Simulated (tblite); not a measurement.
Species: sulfuryl chloride fluoride, ClFO2S.
SMILES: `O=S(=O)(Cl)F`

All values are computed: GFN2-xTB (tblite) harmonic vibrations without scaling, gas phase. Errors from tens to a few hundred cm⁻¹ against measured bands are possible.

Harmonic wavenumbers (cm⁻¹): 223.6, 255.1, 338.6, 379.1, 414.6, 532.8, 669.5, 1149.9, 1358.3.

A = 4899, B = 2844, C = 2766 MHz; mass 117.929 u (most abundant isotopes); point group Cs, symmetry number 1.

What is the zero-point energy?

Half the sum of the wavenumbers: 2661 cm⁻¹ = 31.83 kJ/mol.

Entropy at 400 K, 1 bar (ideal gas, RRHO, classical rotation)?

Translation 174.45, rotation 114.65, vibration 46.81: S = 335.9 J/(mol K).

And Cp and H(400 K) − H(0)?

Cp = 85.61 J/(mol K), of which vibrations give 52.35 (their classical limit is 9 R = 74.8); H(400 K) − H(0) = 24.44 kJ/mol without the zero-point energy, 11.14 from vibrations.

How do the functions run with temperature in this model?

| T (K) | S (J/(mol K)) | Cp (J/(mol K)) | H − H(0) (kJ/mol) | G − H(0) (kJ/mol) | ln q(vib) |
| --- | --- | --- | --- | --- | --- |
| 50 | 220.1 | 34.2 | 1.67 | -9.34 | 0.00 |
| 100 | 246.3 | 43.6 | 3.58 | -21.04 | 0.08 |
| 298.15 | 311.9 | 77.4 | 16.11 | -76.89 | 1.42 |
| 373.15 | 330.0 | 83.7 | 22.16 | -100.98 | 2.06 |
| 500 | 355.6 | 91.1 | 33.29 | -144.53 | 3.10 |
| 750 | 394.3 | 98.8 | 57.17 | -238.53 | 4.97 |
| 1000 | 423.2 | 102.4 | 82.38 | -340.87 | 6.56 |

q(vib) and H(0) count from the zero-point level.

What must be added to the electronic energy to get the Gibbs energy at 400 K and 1 bar?

ZPE + [H(400 K) − H(0)] − T·S = 31.83 + 24.44 − 134.36 = -78.09 kJ/mol.

Which modes carry the vibrational entropy at 400 K?

223.6 cm⁻¹: 10.35; 255.1 cm⁻¹: 9.32; 338.6 cm⁻¹: 7.17; 379.1 cm⁻¹: 6.35; 414.6 cm⁻¹: 5.72; 532.8 cm⁻¹: 4.07 J/(mol K); the other 3 give 3.83 together.

Hindered rotation and anharmonicity are outside this model.
